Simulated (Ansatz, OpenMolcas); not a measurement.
**C2H2F4 (norflurane): methods side by side**

C2H2F4 has 8 atoms, charge 0, and is taken as a singlet. SMILES: `FCC(F)(F)F`. The shape is that of a PBE0-D4/def2-TZVP optimisation.

Quantity: the vertical ionisation energy (to the doublet cation), in eV. The values are calculated.

```json
{"level": "HF/cc-pVDZ", "kind": "Hartree–Fock", "program": "OpenMolcas", "value (eV)": "13.39", "less CCSD(T)/cc-pVDZ": "-0.32", "CPU time (all runs)": "51 s"}
{"level": "SVWN5/cc-pVDZ", "kind": "LDA", "program": "OpenMolcas", "value (eV)": "12.21", "less CCSD(T)/cc-pVDZ": "-1.50", "CPU time (all runs)": "90 s"}
{"level": "BLYP/cc-pVDZ", "kind": "GGA", "program": "OpenMolcas", "value (eV)": "11.89", "less CCSD(T)/cc-pVDZ": "-1.82", "CPU time (all runs)": "2.5 min"}
{"level": "revPBE/cc-pVDZ", "kind": "GGA", "program": "OpenMolcas", "value (eV)": "11.92", "less CCSD(T)/cc-pVDZ": "-1.79", "CPU time (all runs)": "2.4 min"}
{"level": "r2SCAN/cc-pVDZ", "kind": "meta-GGA", "program": "OpenMolcas", "value (eV)": "12.43", "less CCSD(T)/cc-pVDZ": "-1.28", "CPU time (all runs)": "3.8 min"}
{"level": "r2SCAN0/cc-pVDZ", "kind": "hybrid meta-GGA", "program": "Ansatz", "value (eV)": "13.07", "less CCSD(T)/cc-pVDZ": "-0.64", "CPU time (all runs)": "77 s"}
{"level": "wB97M-V/cc-pVDZ", "kind": "range-separated hybrid", "program": "Ansatz", "value (eV)": "12.99", "less CCSD(T)/cc-pVDZ": "-0.72", "CPU time (all runs)": "6.9 min"}
{"level": "PBE-QIDH/cc-pVDZ", "kind": "double hybrid", "program": "Ansatz", "value (eV)": "13.39", "less CCSD(T)/cc-pVDZ": "-0.32", "CPU time (all runs)": "54 s"}
{"level": "MP2/cc-pVDZ", "kind": "perturbation theory", "program": "Ansatz", "value (eV)": "14.34", "less CCSD(T)/cc-pVDZ": "+0.63", "CPU time (all runs)": "23 s"}
{"level": "CCSD(T)/cc-pVDZ", "kind": "coupled cluster or CI", "program": "Ansatz", "value (eV)": "13.71", "less CCSD(T)/cc-pVDZ": "0.00", "CPU time (all runs)": "8.4 min"}
```

CCSD(T)/cc-pVDZ is the highest level here, not the true value. The values span 11.89 to 14.34 eV. CPU times are rough (shared hosts, several kinds of processor): they show what a rung costs within a factor of a few.
